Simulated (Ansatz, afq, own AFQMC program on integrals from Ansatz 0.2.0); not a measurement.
Integrals from Ansatz 0.2.0, then the random walk in our own AFQMC program (afq).

```yaml
crystal:
  periodic: [false, false, false]
  atoms:
    - {symbol: Al, position_ang: [0.000000, -0.084877, 0.620504]}
    - {symbol: N, position_ang: [0.000000, 0.035620, -1.143535]}
    - {symbol: H, position_ang: [0.000000, 1.349999, 1.353786]}
    - {symbol: H, position_ang: [0.000000, 0.427096, -2.073077]}
basis:
  gaussian: {orbitals: cc-pVDZ}
magnetization: {spin_polarized: true, initial_magnetization: 2}
correlation: {method: ccsd_t, electrons: outside_noble_gas, hamiltonian_folder: ham}
```

```sh
$ ansatz run in.yaml --threads 1 --pin off --events-out ev --progress --plain --max-ram 1382MiB
```

Options of the walk:

```
--method phaseless --trial hf --walkers 120 --populations 1 --least-time 40 --time-step 0.005 --steps-per-block 20 --equilibration-blocks 112 --max-blocks 600 --target-error 0.00114 --factor-cut 1e-05 --start spin_pure --seed 3481 --taylor-order 6
```

Times are imaginary, in 1/Eh. The walk had a cap of 1086 s.

```
orbitals 36  electrons 6 4  factors 267 of 404
reference energy -297.46363981 Eh
CCSD correlation -0.20791126 Eh in 12 cycles, weight of the determinant in the CISD state 0.9024
energy of the start -297.464013 Eh
 block  time / (1/Eh)  mean weight  energy / Eh
     1     0.100  1.0012  -297.520873
     2     0.200  1.0001  -297.551519
     3     0.300  1.0031  -297.574672
     4     0.400  1.0032  -297.601063
     5     0.500  1.0006  -297.637904
     7     0.700  0.9998  -297.652803
     9     0.900  0.9992  -297.658163
    18     1.800  0.9998  -297.665253
    52     5.200  0.9978  -297.729064
    86     8.600  1.0020  -297.676160
   120    12.000  1.0001  -297.675040
   154    15.400  0.9968  -297.662439
   188    18.800  0.9985  -297.676892
   222    22.200  1.0001  -297.672548
   256    25.600  0.9996  -297.705441
   273    27.300  0.9989  -297.640688
   290    29.000  0.9996  -297.658277
   307    30.700  0.9996  -297.741045
   324    32.400  1.0016  -297.706976
   358    35.800  0.9919  -297.699671
   392    39.200  0.9999  -297.681629
   426    42.600  1.0021  -297.721889
   460    46.000  1.0001  -297.656385
   494    49.400  1.0009  -297.670163
   528    52.800  1.0005  -297.676262
   562    56.200  0.9994  -297.657265
   596    59.600  0.9985  -297.701080
   630    63.000  0.9978  -297.678787
   664    66.400  0.9988  -297.684455
   698    69.800  0.9996  -297.672002
blocks merged  error / Eh  count
     1  0.000746  600
     2  0.000992  300
     4  0.001285  150
     8  0.001615  75
    16  0.002049  37
    32  0.002432  18
    64  0.002629  9
energy -297.675810 +/- 0.002432 Eh
(rows thinned)
```

(1) Estimate how long the walk took on 1 thread of Intel(R) Xeon(R) Platinum 8488C (Sapphire Rapids), on a shared host.

The run passed its tests (sampling time, drift between the halves within three errors, error under three times the target), which doesn't prove that it has relaxed.

Against this walk (error 66.2 meV) on the same determinant: CCSD(T) 19.6 meV lower (within the noise), CCSDT(Q) 62.3 meV lower (within the noise), a separate phaseless walk with a CISD trial and standard settings 59.4 ± 66.9 meV lower (within the noise). The error is statistical and leaves out the bias of the constraint.

Cautions: constraint bias not in the error; error above the target (66.2 against 31.0 meV); lower spins were not checked.

## Answers

(1) 3.1 min of wall time.

CCSDT and higher add their correlation energy to the determinant of the CCSD(T) run, since their own runs factorise the integrals more tightly (a shift of under 2 meV). A walk keeps the symmetry of its determinant, which the program's search chose and which needn't be the lowest solution, so a lower state of the same spin and another symmetry isn't excluded.
